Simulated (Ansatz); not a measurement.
[OH···H···O], triplet in cc-pVDZ: errors against UCCSDT(Q)

Geometry: a point of a hydrogen-transfer path between rigid fragments, not a stationary point.

```xyz
4

O    -1.0704   -0.0275    0.0000
H    -1.3197    0.8991    0.0000
H    -0.1109   -0.0275    0.0000
O     1.1606   -0.0275    0.0000
```

Basis cc-pVDZ; Ansatz 0.2.0. Only valence electrons are correlated (noble-gas cores frozen), which leaves 14 electrons in 36 orbitals. R marks a restricted (for open shells ROHF) determinant, U an unrestricted one. Active spaces: pair = (4e, 4o) about the gap; valence = (14e, 10o) chosen from the atoms' valence shells.

Full CI isn't at hand for all of this; UCCSDT(Q) serves as the reference, and is uncertain by about the last step of the cluster series. The frozen core follows each run's orbitals, which can shift R against U totals by a few meV.

For open shells CISD is restricted-active-space CI with the open shells as a complete middle space.

The UHF ⟨S²⟩ is 2.013, the T1 diagnostic (RCCSD) is 0.0272 and the largest doubles amplitude (RCCSD) is 0.037. The T1 diagnostic (UCCSD) is 0.0205.

```tsv
level	E − E(UCCSDT(Q)) (kJ/mol)	share of correlation (%)	wall time
RHF	933.2	0.00	–
UHF	913.3	2.12	–
RMP2	85.9	90.80	–
UMP2	84.2	90.98	–
CISD	79.8	91.44	4.6 s
RCCSD	17.6	98.11	–
UCCSD	17.2	98.15	–
RCCSD(T)	3.2	99.66	11 s
UCCSD(T)	3.0	99.67	12 s
BCCD(T)	3.3	99.65	7 s
RCCSDT	1.9	99.80	–
UCCSDT	1.8	99.81	–
RCCSDT(Q)	0.2	99.97	47 s
CASSCF (pair space)	876.6	6.06	–
NEVPT2 (pair space)	84.1	90.99	2.1 s
CASSCF (valence space)	782.9	16.11	–
NEVPT2 (valence space)	128.2	86.27	3.4 s
NEVPT4(SD) (valence space)	12.0	98.71	6 s
MRCISD (valence space)	54.4	94.17	–
MRCISD+Q (valence space)	6.6	99.29	7 s
```

The correlation energy at UCCSDT(Q), counted from RHF, is -9.672 eV. That run took 45 s on 1 thread of Arm Neoverse V1, shared host.

Times hold each run's SCF and search for its determinant on a shared host, so for small cases they say little of a method's own cost; they ran on 1 thread of Arm Neoverse V1.

Natural occupations of CASSCF (valence space) about the gap: 1.998 1.978 1.977 1.003 1.001 0.023 0.022; effectively unpaired electrons, Σ n²(2−n)², 2.01.
